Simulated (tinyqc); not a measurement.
Worked calculation (part 2 of 2): UKS/exchange-only LDA in the sto-6g basis, for OH+, spin multiplicity 3. Computed by tinyqc, a small Python program that keeps every step (integrals from PySCF). Command: `OMP_NUM_THREADS=1 python tinyqc.py 31313 31314 out.jsonl` (the two numbers bound the seeds that draw the settings). One thread of a shared host (Intel(R) Xeon(R) Processor @ 2.60GHz), about 1 s of CPU time with the checks.

Geometry (angstrom):
```
atom       x       y       z
O     0.0000  0.0000  0.0000
H     0.0000  0.0000  1.0170
```

## Iteration 2: diagonalisation and new density

F(alpha) (hartree):
```
           1O 1s    1O 2s   1O 2px   1O 2py   1O 2pz    2H 1s
1O 1s   -19.5556  -4.7898   0.0000   0.0000  -0.0127  -1.0005
1O 2s    -4.7898  -2.4872   0.0000   0.0000  -0.1286  -0.9350
1O 2px    0.0000   0.0000  -0.7873   0.0000   0.0000   0.0000
1O 2py    0.0000   0.0000   0.0000  -0.7873   0.0000   0.0000
1O 2pz   -0.0127  -0.1286   0.0000   0.0000  -0.8199  -0.5281
2H 1s    -1.0005  -0.9350   0.0000   0.0000  -0.5281  -0.8472
```

F(beta) (hartree):
```
           1O 1s    1O 2s   1O 2px   1O 2py   1O 2pz    2H 1s
1O 1s   -19.3962  -4.7511   0.0000   0.0000  -0.0124  -0.9926
1O 2s    -4.7511  -2.3413   0.0000   0.0000  -0.1265  -0.8930
1O 2px    0.0000   0.0000  -0.6167   0.0000   0.0000   0.0000
1O 2py    0.0000   0.0000   0.0000  -0.6167   0.0000   0.0000
1O 2pz   -0.0124  -0.1265   0.0000   0.0000  -0.7233  -0.5058
2H 1s    -0.9926  -0.8930   0.0000   0.0000  -0.5058  -0.8090
```

X:
```
          1O 1s    1O 2s  1O 2px  1O 2py   1O 2pz    2H 1s
1O 1s    1.0218  -0.1286  0.0000  0.0000  -0.0074   0.0208
1O 2s   -0.1286   1.1210  0.0000  0.0000   0.0832  -0.2861
1O 2px   0.0000   0.0000  1.0000  0.0000   0.0000   0.0000
1O 2py   0.0000   0.0000  0.0000  1.0000   0.0000   0.0000
1O 2pz  -0.0074   0.0832  0.0000  0.0000   1.0691  -0.2383
2H 1s    0.0208  -0.2861  0.0000  0.0000  -0.2383   1.1664
```

D(alpha) after iteration 1:
```
          1O 1s    1O 2s  1O 2px  1O 2py   1O 2pz    2H 1s
1O 1s    1.0962  -0.2503  0.0000  0.0000   0.0120  -0.0056
1O 2s   -0.2503   1.0903  0.0000  0.0000  -0.0771   0.0045
1O 2px   0.0000   0.0000  0.9183  0.0000   0.0000   0.0000
1O 2py   0.0000   0.0000  0.0000  0.9183   0.0000   0.0000
1O 2pz   0.0120  -0.0771  0.0000  0.0000   0.7775   0.1535
2H 1s   -0.0056   0.0045  0.0000  0.0000   0.1535   0.1977
```

D(beta) after iteration 1:
```
          1O 1s    1O 2s  1O 2px  1O 2py   1O 2pz    2H 1s
1O 1s    0.9530  -0.2162  0.0000  0.0000   0.0136  -0.0069
1O 2s   -0.2162   0.9429  0.0000  0.0000  -0.0841   0.0054
1O 2px   0.0000   0.0000  0.1310  0.0000   0.0000   0.0000
1O 2py   0.0000   0.0000  0.0000  0.1310   0.0000   0.0000
1O 2pz   0.0136  -0.0841  0.0000  0.0000   0.6781   0.1610
2H 1s   -0.0069   0.0054  0.0000  0.0000   0.1610   0.1403
```

overlap S:
```
         1O 1s   1O 2s  1O 2px  1O 2py  1O 2pz   2H 1s
1O 1s   1.0000  0.2311  0.0000  0.0000  0.0000  0.0483
1O 2s   0.2311  1.0000  0.0000  0.0000  0.0000  0.4385
1O 2px  0.0000  0.0000  1.0000  0.0000  0.0000  0.0000
1O 2py  0.0000  0.0000  0.0000  1.0000  0.0000  0.0000
1O 2pz  0.0000  0.0000  0.0000  0.0000  1.0000  0.3713
2H 1s   0.0483  0.4385  0.0000  0.0000  0.3713  1.0000
```

Diagonalise F' = X^T F X, C = X C', fill 5 alpha and 3 beta electrons from the bottom; D(s) = C_occ C_occ^T; the new density keeps 0.3 of the old one (damping). Each column has its largest component positive (the first on a tie).

F' = X^T F X (alpha) (hartree):
```
          1        2        3        4        5        6
1  -19.2387  -2.3940   0.0000   0.0000  -0.0211  -0.1564
2   -2.3940  -1.6156   0.0000   0.0000  -0.0322  -0.3321
3    0.0000   0.0000  -0.7873   0.0000   0.0000   0.0000
4    0.0000   0.0000   0.0000  -0.7873   0.0000   0.0000
5   -0.0211  -0.0322   0.0000   0.0000  -0.7176  -0.2995
6   -0.1564  -0.3321   0.0000   0.0000  -0.2995  -0.5025
```

orbital energies (alpha) (hartree): MO1 -19.5602, MO2 -1.4261, MO3 -0.8529, MO4 -0.7873, MO5 -0.7873, MO6 -0.2351

coefficients C (alpha):
```
            MO1      MO2      MO3      MO4     MO5      MO6
1O 1s    0.9959  -0.2373   0.0871   0.0000  0.0000   0.0732
1O 2s    0.0181   0.9389  -0.4365   0.0000  0.0000  -0.5382
1O 2px   0.0000   0.0000   0.0000   0.7852  0.6192   0.0000
1O 2py   0.0000   0.0000   0.0000  -0.6192  0.7852   0.0000
1O 2pz   0.0028   0.1940   0.7733   0.0000  0.0000  -0.7557
2H 1s   -0.0055   0.1199   0.3811   0.0000  0.0000   1.1575
```

F' = X^T F X (beta) (hartree):
```
          1        2        3        4        5        6
1  -19.0799  -2.3910   0.0000   0.0000  -0.0214  -0.1554
2   -2.3910  -1.4639   0.0000   0.0000  -0.0247  -0.3315
3    0.0000   0.0000  -0.6167   0.0000   0.0000   0.0000
4    0.0000   0.0000   0.0000  -0.6167   0.0000   0.0000
5   -0.0214  -0.0247   0.0000   0.0000  -0.6167  -0.3030
6   -0.1554  -0.3315   0.0000   0.0000  -0.3030  -0.4732
```

orbital energies (beta) (hartree): MO1 -19.4007, MO2 -1.2929, MO3 -0.7651, MO4 -0.6167, MO5 -0.6167, MO6 -0.1750

coefficients C (beta):
```
            MO1      MO2      MO3     MO4      MO5      MO6
1O 1s    0.9960  -0.2306   0.1003  0.0000   0.0000   0.0772
1O 2s    0.0180   0.9006  -0.4975  0.0000   0.0000  -0.5505
1O 2px   0.0000   0.0000   0.0000  0.6000   0.8000   0.0000
1O 2py   0.0000   0.0000   0.0000  0.8000  -0.6000   0.0000
1O 2pz   0.0027   0.2029   0.7361  0.0000   0.0000  -0.7897
2H 1s   -0.0054   0.1744   0.4167  0.0000   0.0000   1.1381
```

D(alpha) after iteration 2:
```
          1O 1s    1O 2s  1O 2px  1O 2py   1O 2pz    2H 1s
1O 1s    1.0679  -0.2450  0.0000  0.0000   0.0205  -0.0021
1O 2s   -0.2450   1.0777  0.0000  0.0000  -0.1319  -0.0364
1O 2px   0.0000   0.0000  0.9755  0.0000   0.0000   0.0000
1O 2py   0.0000   0.0000  0.0000  0.9755   0.0000   0.0000
1O 2pz   0.0205  -0.1319  0.0000  0.0000   0.6782   0.2686
2H 1s   -0.0021  -0.0364  0.0000  0.0000   0.2686   0.1711
```

D(beta) after iteration 2:
```
          1O 1s    1O 2s  1O 2px  1O 2py   1O 2pz    2H 1s
1O 1s    1.0246  -0.2326  0.0000  0.0000   0.0249  -0.0047
1O 2s   -0.2326   1.0241  0.0000  0.0000  -0.1536  -0.0336
1O 2px   0.0000   0.0000  0.0393  0.0000   0.0000   0.0000
1O 2py   0.0000   0.0000  0.0000  0.0393   0.0000   0.0000
1O 2pz   0.0249  -0.1536  0.0000  0.0000   0.6115   0.2878
2H 1s   -0.0047  -0.0336  0.0000  0.0000   0.2878   0.1850
```

Within a degenerate level the vectors are fixed only up to a rotation; this is one choice.

## Iteration 19 (converged): orbitals

converged F(alpha) (hartree):
```
           1O 1s    1O 2s   1O 2px   1O 2py   1O 2pz    2H 1s
1O 1s   -19.3810  -4.7784   0.0000   0.0000  -0.0163  -0.9976
1O 2s    -4.7784  -2.5066   0.0000   0.0000  -0.1364  -0.9376
1O 2px    0.0000   0.0000  -0.8112   0.0000   0.0000   0.0000
1O 2py    0.0000   0.0000   0.0000  -0.8112   0.0000   0.0000
1O 2pz   -0.0163  -0.1364   0.0000   0.0000  -0.8302  -0.5264
2H 1s    -0.9976  -0.9376   0.0000   0.0000  -0.5264  -0.8195
```

converged F(beta) (hartree):
```
           1O 1s    1O 2s   1O 2px   1O 2py   1O 2pz    2H 1s
1O 1s   -19.3376  -4.7448   0.0000   0.0000  -0.0149  -0.9913
1O 2s    -4.7448  -2.3374   0.0000   0.0000  -0.1319  -0.8952
1O 2px    0.0000   0.0000  -0.6071   0.0000   0.0000   0.0000
1O 2py    0.0000   0.0000   0.0000  -0.6071   0.0000   0.0000
1O 2pz   -0.0149  -0.1319   0.0000   0.0000  -0.7307  -0.5114
2H 1s    -0.9913  -0.8952   0.0000   0.0000  -0.5114  -0.8195
```

Diagonalise F' = X^T F X, C = X C', fill 5 alpha and 3 beta electrons from the bottom; D(s) = C_occ C_occ^T. Each column has its largest component positive (the first on a tie).

F' = X^T F X (alpha) (hartree):
```
          1        2        3        4        5        6
1  -19.0595  -2.4021   0.0000   0.0000  -0.0248  -0.1517
2   -2.4021  -1.6378   0.0000   0.0000  -0.0417  -0.3363
3    0.0000   0.0000  -0.8112   0.0000   0.0000   0.0000
4    0.0000   0.0000   0.0000  -0.8112   0.0000   0.0000
5   -0.0248  -0.0417   0.0000   0.0000  -0.7300  -0.2999
6   -0.1517  -0.3363   0.0000   0.0000  -0.2999  -0.4672
```

orbital energies (alpha) (hartree): MO1 -19.3867, MO2 -1.4418, MO3 -0.8519, MO4 -0.8112, MO5 -0.8112, MO6 -0.2140

coefficients C (alpha):
```
            MO1      MO2      MO3      MO4     MO5      MO6
1O 1s    0.9954  -0.2401   0.0852   0.0000  0.0000   0.0730
1O 2s    0.0203   0.9467  -0.4204   0.0000  0.0000  -0.5373
1O 2px   0.0000   0.0000   0.0000   0.7884  0.6152   0.0000
1O 2py   0.0000   0.0000   0.0000  -0.6152  0.7884   0.0000
1O 2pz   0.0032   0.2033   0.7943   0.0000  0.0000  -0.7310
2H 1s   -0.0062   0.1035   0.3487   0.0000  0.0000   1.1692
```

F' = X^T F X (beta) (hartree):
```
          1        2        3        4        5        6
1  -19.0202  -2.3925   0.0000   0.0000  -0.0239  -0.1537
2   -2.3925  -1.4600   0.0000   0.0000  -0.0294  -0.3316
3    0.0000   0.0000  -0.6071   0.0000   0.0000   0.0000
4    0.0000   0.0000   0.0000  -0.6071   0.0000   0.0000
5   -0.0239  -0.0294   0.0000   0.0000  -0.6237  -0.3042
6   -0.1537  -0.3316   0.0000   0.0000  -0.3042  -0.4838
```

orbital energies (beta) (hartree): MO1 -19.3424, MO2 -1.2930, MO3 -0.7687, MO4 -0.6071, MO5 -0.6071, MO6 -0.1836

coefficients C (beta):
```
            MO1      MO2      MO3      MO4     MO5      MO6
1O 1s    0.9958  -0.2293   0.1040   0.0000  0.0000   0.0776
1O 2s    0.0186   0.8919  -0.5121   0.0000  0.0000  -0.5514
1O 2px   0.0000   0.0000   0.0000  -0.5399  0.8418   0.0000
1O 2py   0.0000   0.0000   0.0000   0.8418  0.5399   0.0000
1O 2pz   0.0029   0.2132   0.7322   0.0000  0.0000  -0.7907
2H 1s   -0.0056   0.1826   0.4149   0.0000  0.0000   1.1375
```

D(alpha) after iteration 19:
```
          1O 1s    1O 2s  1O 2px  1O 2py   1O 2pz    2H 1s
1O 1s    1.0558  -0.2429  0.0000  0.0000   0.0221  -0.0013
1O 2s   -0.2429   1.0733  0.0000  0.0000  -0.1414  -0.0487
1O 2px   0.0000   0.0000  1.0000  0.0000   0.0000   0.0000
1O 2py   0.0000   0.0000  0.0000  1.0000   0.0000   0.0000
1O 2pz   0.0221  -0.1414  0.0000  0.0000   0.6723   0.2980
2H 1s   -0.0013  -0.0487  0.0000  0.0000   0.2980   0.1323
```

D(beta) after iteration 19:
```
          1O 1s    1O 2s  1O 2px  1O 2py   1O 2pz    2H 1s
1O 1s    1.0551  -0.2393  0.0000  0.0000   0.0302  -0.0043
1O 2s   -0.2393   1.0580  0.0000  0.0000  -0.1847  -0.0497
1O 2px   0.0000   0.0000  0.0000  0.0000   0.0000   0.0000
1O 2py   0.0000   0.0000  0.0000  0.0000   0.0000   0.0000
1O 2pz   0.0302  -0.1847  0.0000  0.0000   0.5815   0.3427
2H 1s   -0.0043  -0.0497  0.0000  0.0000   0.3427   0.2055
```

Within a degenerate level the vectors are fixed only up to a rotation; this is one choice.

## Convergence

Stop when the energy changes by less than 1e-08 hartree and every element of the error matrix X^T (F D S - S D F) X (for each spin) is below 3e-05.

Course of the cycle:
```
iteration  E (hartree)     change  largest element of the error matrix
1           -69.951934          -                             5.44e-01
2           -72.695030  -2.74e+00                             1.94e-01
3           -73.527734  -8.33e-01                             6.42e-02
4           -73.778257  -2.51e-01                             1.97e-02
5           -73.853640  -7.54e-02                             5.70e-03
6           -73.876261  -2.26e-02                             1.75e-03
7           -73.883050  -6.79e-03                             5.24e-04
8           -73.885086  -2.04e-03                             1.57e-04
9           -73.885697  -6.11e-04                             4.72e-05
10          -73.885881  -1.83e-04                             1.41e-05
11          -73.885936  -5.50e-05                             4.24e-06
12          -73.885952  -1.65e-05                             1.27e-06
13          -73.885957  -4.95e-06                             3.82e-07
14          -73.885959  -1.48e-06                             1.15e-07
15          -73.885959  -4.45e-07                             3.44e-08
16          -73.885959  -1.34e-07                             1.03e-08
17          -73.885959  -4.01e-08                             3.09e-09
18          -73.885959  -1.20e-08                             9.28e-10
19          -73.885959  -3.61e-09                             2.79e-10
```

PySCF UKS in the same basis, fine grid, after a stability check = -73.882027 hartree

Converged in 19 iterations. The coarse grid moves the energy by -3.93e-03 hartree.

## Populations, bond orders and dipole

Mulliken: Z minus the diagonal of D S on the atom; Loewdin: the same with S^(1/2) D S^(1/2); Mayer order: 2 sum_s sum (D(s) S)_ij (D(s) S)_ji over the two atoms.

Charges (e):
```
atom  Mulliken  Loewdin  Mulliken spin
1O      0.5323   0.6309         2.0892
2H      0.4677   0.3691        -0.0892
```

Mayer bond orders:
```
pair   order
2-1   0.7733
```

dipole moment about the origin, x y z (debye): 0.0000  0.0000  2.5433

<S^2> of the determinant (pure state: 2) = 2.0065
